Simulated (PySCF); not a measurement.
# OH: from constants to spectrum

UHF-CCSD(T) constants of OH, ²Π (doublet), unpaired electrons π ↑ (H pcseg-2, O pcseg-2; no relativity (PySCF 2.14); masses 1.0078 and 15.9949 u):

* ωe: 3745.6 cm⁻¹
* ωexe: 87.5 cm⁻¹
* Be: 18.886 cm⁻¹
* αe: 0.732 cm⁻¹
* D (centrifugal): 0.00192 cm⁻¹
* De to H + O: 4.50 eV

Q: Give the vibrational terms G(v) and spacings up to v = 5.

A: G(v) = ωe(v+½) − ωexe(v+½)².

```
v  G(v) (cm⁻¹)  G(v) − G(v−1)  Bv (cm⁻¹)
0         1851                     18.52
1         5422           3571      17.79
2         8817           3396      17.06
3        12038           3221      16.32
4        15083           3046      15.59
5        17954           2871      14.86
```

Q: How well does the Morse estimate ωe²/(4ωexe) reproduce De, and what is D0?

A: It gives 4.97 eV, 110 % of the computed De. D0 = De − G(0) = 4.50 − 0.23 = 4.27 eV.

Correlated steps freeze 1 core orbital. The state was picked by a PBE0 search and need not be the measured ground state.
